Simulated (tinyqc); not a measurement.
CCD on RHF in the sto-3g basis, for H2O, spin multiplicity 1, step by step. One step of it, computed by the program tinyqc.

Question. Iteration 1: diagonalisation and new density. Diagonalise F' = X^T F X, C = X C', fill 5 alpha and 5 beta electrons from the bottom; D = 2 C_occ C_occ^T. Each column has its largest component positive (the first on a tie).

Fock matrix F (hartree), lower triangle:
```
             1O 1s      1O 2s     1O 2px     1O 2py     1O 2pz      2H 1s      3H 1s
1O 1s   -19.919825
1O 2s    -5.118622  -2.256866
1O 2px    0.000000   0.000000  -0.227045
1O 2py    0.000000   0.000000   0.000000  -0.305353
1O 2pz   -0.034075  -0.178910   0.000000   0.000000  -0.303404
2H 1s    -1.260489  -1.044000   0.000000  -0.374789  -0.349291  -0.579928
3H 1s    -1.260489  -1.044000   0.000000   0.374789  -0.349291  -0.452312  -0.579928
```

X:
```
                1          2          3         4          5          6         7
1O 1s   -0.297580   0.000000   0.762904  0.000000  -0.616269   0.000000  0.144760
1O 2s    1.222711   0.000000  -0.300224  0.000000  -0.300656   0.000000  0.413260
1O 2px   0.000000   0.000000   0.000000  1.000000   0.000000   0.000000  0.000000
1O 2py   0.000000   0.942688   0.000000  0.000000   0.000000   0.697862  0.000000
1O 2pz   0.570036   0.000000   0.643881  0.000000   0.644991   0.000000  0.192657
2H 1s   -0.766956  -0.902686  -0.148038  0.000000   0.119591   0.364394  0.372930
3H 1s   -0.766956   0.902686  -0.148038  0.000000   0.119591  -0.364394  0.372930
```

Give: F' = X^T F X; orbital energies; coefficients C; D after iteration 1.

Answer.

F' = X^T F X (hartree), lower triangle:
```
         1       2        3        4        5        6        7
1   0.4122
2   0.0000  0.7964
3   1.3196  0.0000  -9.0708
4   0.0000  0.0000   0.0000  -0.2270
5  -1.0292  0.0000   8.9002   0.0000  -9.3114
6   0.0000  0.0978   0.0000   0.0000   0.0000  -0.5638
7   0.1373  0.0000  -3.7298   0.0000   3.9002   0.0000  -2.7602
```

orbital energies (hartree): MO1 -19.9304, MO2 -1.1514, MO3 -0.5708, MO4 -0.3119, MO5 -0.2270, MO6 0.6635, MO7 0.8034

coefficients C:
```
            MO1      MO2      MO3      MO4     MO5      MO6      MO7
1O 1s    0.9935  -0.2152   0.0000   0.1145  0.0000  -0.1574   0.0000
1O 2s    0.0296   0.7218   0.0000  -0.5416  0.0000   1.0155   0.0000
1O 2px   0.0000   0.0000   0.0000   0.0000  1.0000   0.0000   0.0000
1O 2py   0.0000   0.0000   0.6288   0.0000  0.0000   0.0000   0.9901
1O 2pz   0.0054   0.1754   0.0000   0.8221  0.0000   0.6971   0.0000
2H 1s   -0.0071   0.2242   0.4279   0.1845  0.0000  -0.8241  -0.8744
3H 1s   -0.0071   0.2242  -0.4279   0.1845  0.0000  -0.8241   0.8744
```

D after iteration 1, lower triangle:
```
          1O 1s    1O 2s  1O 2px   1O 2py  1O 2pz    2H 1s   3H 1s
1O 1s    2.0931
1O 2s   -0.3759   1.6304
1O 2px   0.0000   0.0000  2.0000
1O 2py   0.0000   0.0000  0.0000   0.7909
1O 2pz   0.1235  -0.6370  0.0000   0.0000  1.4133
2H 1s   -0.0683   0.1234  0.0000   0.5381  0.3820   0.5349
3H 1s   -0.0683   0.1234  0.0000  -0.5381  0.3820  -0.1974  0.5349
```
